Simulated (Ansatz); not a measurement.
Input file:

```yaml
crystal:
  periodic: [false, false, false]
  atoms:
    - {symbol: Ge, position_ang: [-0.000768, -0.020366, 0.330462]}
    - {symbol: B, position_ang: [-0.065137, -0.020367, -1.617422]}
    - {symbol: H, position_ang: [1.162144, -0.020365, -1.017088]}
    - {symbol: H, position_ang: [-0.140591, -1.059080, -2.219120]}
    - {symbol: H, position_ang: [-0.267518, 2.765605, -3.231262]}
basis:
  gaussian: {orbitals: cc-pVDZ}
magnetization: {spin_polarized: false}
correlation: {method: ccsdt_q, electrons: outside_noble_gas}
```

```sh
$ ansatz run in.yaml --threads 1 --pin off --events-out ev --progress --plain --max-ram 2816MiB --backend cpu
```

The program prints:

```
1080 factors; integrals over basis functions are off by at most 2.5e-7 eV
mean field evaluation 1: about -57181.2789 eV, gradient 1.7e1 eV
mean field evaluation 2: about -57181.3066 eV, gradient 1.7e1 eV
mean field evaluation 4: about -57183.7047 eV, gradient 3.9e0 eV
mean field evaluation 8: about -57183.9679 eV, gradient 4.0e-1 eV
mean field evaluation 16: about -57183.6683 eV, gradient 3.9e0 eV
mean field evaluation 32: about -57182.5665 eV, gradient 6.0e0 eV
mean field evaluation 64: about -57181.6663 eV, gradient 2.1e0 eV
mean field -57183.97333038 eV, -2101.4722592024 hartree, gradient 6.6e-6 eV, S^2 0.000000; 2 other end points of the search recorded, 0 dependent functions left out; unrestricted orbitals would lower it
mean field evaluation 96: about -57184.4610 eV, gradient 3.1e0 eV
mean field evaluation 128: about -57183.9726 eV, gradient 1.0e-1 eV
mean field evaluation 160: about -57186.1285 eV, gradient 4.7e0 eV
unrestricted determinant -57186.74477033 eV, -2101.5741077416 hartree, S^2 1.1791
15 core orbitals not correlated: weight in the atoms' cores, before any rotation towards them, 1.000 or more for the frozen orbitals, at most 0.000 for the correlated occupied ones
reference -57183.97333038 eV, -2101.4722592024 hartree; 5, 5 occupied and 36, 36 virtual orbitals, 1080 factors
second order -5.59467634 eV of doubles, -0.00000000 eV of singles
...
cycle  21  -8.19821589 eV  change    4.3e-6 eV  update   2.5e-5
cycle  22  -8.19820400 eV  change    1.2e-5 eV  update   1.5e-5
cycle  23  -8.19819397 eV  change    1.0e-5 eV  update   8.1e-6
cycle  24  -8.19819863 eV  change   -4.7e-6 eV  update   4.2e-6
cycle  25  -8.19820113 eV  change   -2.5e-6 eV  update   2.2e-6
cycle  26  -8.19820094 eV  change    1.9e-7 eV  update   1.3e-6
cycle  27  -8.19820212 eV  change   -1.2e-6 eV  update   7.7e-7
cycle  28  -8.19820242 eV  change   -3.0e-7 eV  update   3.9e-7
cycle  29  -8.19820232 eV  change    1.0e-7 eV  update   2.5e-7
cycle  30  -8.19820263 eV  change   -3.1e-7 eV  update   1.9e-7
perturbative correction -0.07494593 eV, -0.0027542122 hartree
WARN: these amplitudes may be one of several solutions (largest doubles amplitude 0.73, level shift 2.05 eV)
Total energy: -57192.24647894 eV, -2101.7762918041 hartree
```

The T1 diagnostic is 0.096.

Ran on 1 thread of AMD EPYC 7R13, shared host: 22 s wall, 0.5 GiB peak host memory.
